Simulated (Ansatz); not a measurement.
System: corundum Cr2O3. Method: PBE (Ansatz, a first-principles code, PAW).

Run with plane-wave cutoff 520 eV, 8×8×8 k mesh, Fermi–Dirac smearing 0.01 eV, spin-polarised with opposed moments, scalar-relativistic PAW data made under PBE.

Energies at three volumes about the minimum:

```json
[
 {"V (Å³/atom)": "9.524", "E − E_lowest (meV/atom)": "2.59"},
 {"V (Å³/atom)": "9.718", "E − E_lowest (meV/atom)": "0.00"},
 {"V (Å³/atom)": "9.912", "E − E_lowest (meV/atom)": "2.42"}
]
```

### Question
Fit a parabola by hand: where is the minimum, and what is the bulk modulus?

### Answer
Slopes: (0.00 − 2.59)/(9.718 − 9.524) = -13.351 and (2.42 − 0.00)/(9.912 − 9.718) = 12.474 meV/Å³. Curvature E″ = 2 × (12.474 − (-13.351))/(9.912 − 9.524) = 133.119 meV/Å⁶. From the middle of the first interval, the slope vanishes at V0 = 9.6210 − (-13.351)/133.119 = 9.721 Å³/atom. B = V0 E″ = 9.721 × 133.119 meV/Å³ × 0.1602 GPa per meV/Å³ = 207 GPa. The full Birch–Murnaghan fit to all volumes gives V0 = 9.718 Å³/atom and B0 = 206 GPa.

Shape and atoms are relaxed at each volume.

Measured, for comparison: bulk modulus 234 GPa (temperature not stated, not corrected to a static lattice, sources range from 206 to 245; as tabulated in Toher et al. (2017), arXiv:1611.05714); equilibrium volume per atom 9.64 Å³/atom (temperature not stated, not corrected to a static lattice; as tabulated in Sawada, Mater. Res. Bull. 29, 239 (1994) (COD 9015000)). Computed less measured: bulk modulus -12 % (inside the range of the sources held), equilibrium volume per atom +0.8 %.

Note: without U or exact exchange, gaps and moments of open d shells tend to come out too small.
